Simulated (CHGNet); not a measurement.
2H MoTe₂

Computed with the machine-learned potential CHGNet-r²SCAN (trained on r²SCAN data).

Cell (relaxed at this level):

```cif
data_Mo2Te4
_chemical_formula_sum 'Te4 Mo2'
_space_group_name_H-M_alt 'P63/mmc'
_space_group_IT_number 194
_space_group_name_Hall '-P 6c 2c'
_cell_length_a 3.56028
_cell_length_b 3.56028
_cell_length_c 14.81661
_cell_angle_alpha 90.000
_cell_angle_beta 90.000
_cell_angle_gamma 120.000
loop_
_atom_site_label
_atom_site_type_symbol
_atom_site_symmetry_multiplicity
_atom_site_Wyckoff_symbol
_atom_site_fract_x
_atom_site_fract_y
_atom_site_fract_z
_atom_site_occupancy
Te1 Te 4 f 0.66667 0.33333 0.12908 1
Mo1 Mo 2 c 0.33333 0.66667 0.25000 1
```

```yaml
lattice_parameter_a: 3.560 Å
c axis length: 14.817 Å
```

Measured, for comparison: lattice constant a 3.518 Å, lattice parameter c 13.974 Å (300 K, no zero-point or thermal correction; as tabulated in arXiv:1605.07067). Computed (rounded) less measured: lattice constant a +1.2 %, lattice parameter c +6.0 %.

A machine-learned potential is trained on density-functional data: it inherits that level's misses and adds fitting errors of its own.

Note: this model's volume lies 9 % above that of the starting cell (a measured, published or database cell).
